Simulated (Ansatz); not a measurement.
We consider fcc Sr, described by PBEsol-D3(BJ) (Ansatz, a program for electronic structure, PAW).

Run with plane-wave cutoff 520 eV, 16×16×16 k mesh, Fermi–Dirac smearing 0.05 eV, scalar-relativistic PAW data made under PBE.

A third-order Birch–Murnaghan fit to the energies gives V0 = 48.702 Å³/atom, B0 = 13.6 GPa, B′ = 3.5.

```tsv
V (Å³/atom)	P (GPa)
45.786	___
46.760	___
47.734	0.284
48.709	-0.002
49.683	___
50.657	-0.501
51.631	-0.719
```

Problem. Estimate the withheld pressures from this fit; the answers are the runs' own values.

Solution. 
- 45.786, P (GPa): 0.936
- 46.760, P (GPa): 0.596
- 49.683, P (GPa): -0.263

The formula P = (3/2) B0 (x^(7/3) − x^(5/3)) [1 + (3/4)(B′ − 4)(x^(2/3) − 1)] with x = V0/V meets the computed pressures within 0.01 GPa when these rounded values are put in.

Measured, for comparison: bulk modulus 12.5 GPa (corrected for temperature and zero-point phonon effects, our sources range from 12.0 to 12.5; as tabulated in Levämäki et al. (2014), arXiv:1402.3671); equilibrium volume per atom 55.22 Å³/atom (low-temperature or extrapolated to 0 K; zero-point anharmonic expansion removed; as tabulated in Csonka et al. (2009), arXiv:0903.4037). Computed (rounded) less measured: bulk modulus +9 % (+9 % to +13 % over the range), equilibrium volume per atom -11.8 %.

Static lattice: no zero-point or thermal effects.
